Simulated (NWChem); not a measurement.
trimethylamine (C₃H₉N); SMILES CN(C)C

```xyz
13

C      0.3461    -1.3455     0.0587
N      0.0000     0.0000    -0.3517
C      0.9922     0.9725     0.0587
C     -1.3383     0.3730     0.0587
H      0.3809    -1.4796     1.1760
H      1.3433    -1.6228    -0.3411
H     -0.3939    -2.0695    -0.3407
H      1.0909     1.0696     1.1760
H      0.7337     1.9748    -0.3411
H      1.9892     0.6936    -0.3407
H     -1.4718     0.4100     1.1760
H     -1.5953     1.3759    -0.3407
H     -2.0770    -0.3520    -0.3411
```
Atoms are numbered in this order, from 1.

Structure relaxed at the PBE-D3(BJ)/def2-SVP level.

 States above −ε(HOMO) = 6.1 eV lie in this functional's continuum and hang on the basis.

Task: List the 4 lowest vertical singlet excitations from PBE0/6-31+G* (spherical d), TDA (NWChem).

Result: 
```
state  energy (eV)  oscillator strength  leading excitation (squared amplitude)
-----  -----------  -------------------  --------------------------------------
S1            5.46                0.032                      HOMO → LUMO (0.97)
S2            6.19                0.003                    HOMO → LUMO+1 (0.95)
S3            6.19                0.003                    HOMO → LUMO+2 (0.95)
S4            6.34                0.089                    HOMO → LUMO+3 (0.92)
```
